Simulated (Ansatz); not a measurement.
C3H8OS (`OCCCS`), relaxed with RKS PBE-D4/def2-SVP in Ansatz 0.2.0 from a rough embedded geometry. The force threshold is 0.03 eV/Å; the program also tests the step.

Total charge 0; spin multiplicity 1.

Start:

```xyz
13

O    -0.183    1.999    1.347
C     0.536    0.935    0.860
C    -0.374    0.054    0.039
C     0.374   -1.083   -0.702
S    -0.693   -2.156   -1.620
H    -0.924    1.646    1.971
H     1.335    1.362    0.229
H     0.949    0.367    1.648
H    -1.185   -0.283    0.622
H    -0.846    0.705   -0.770
H     1.205   -0.668   -1.284
H     0.876   -1.680    0.113
H    -1.070   -1.195   -2.454
```

By how much does the energy fall, and how many steps does the optimiser take? (Estimate.)

Computed: 42.15 kJ/mol, in 4 steps.

Which bonds change most? (An estimate is asked.)

The calculation gave: C4–S5 from 1.769 to 1.835 Å; C2–H8 from 1.056 to 1.121 Å; C3–H9 from 1.054 to 1.113 Å; O1–H6 from 1.031 to 0.975 Å.

Give the relaxed structure. (Estimate.)

The calculation gave: 
```xyz
13

O    -0.172    2.075    1.426
C     0.510    0.961    0.885
C    -0.380    0.083   -0.002
C     0.383   -1.057   -0.674
S    -0.663   -2.214   -1.641
H    -0.894    1.728    1.983
H     1.346    1.376    0.281
H     0.984    0.327    1.679
H    -1.209   -0.345    0.605
H    -0.857    0.731   -0.769
H     1.197   -0.667   -1.321
H     0.868   -1.707    0.085
H    -1.113   -1.290   -2.537
```
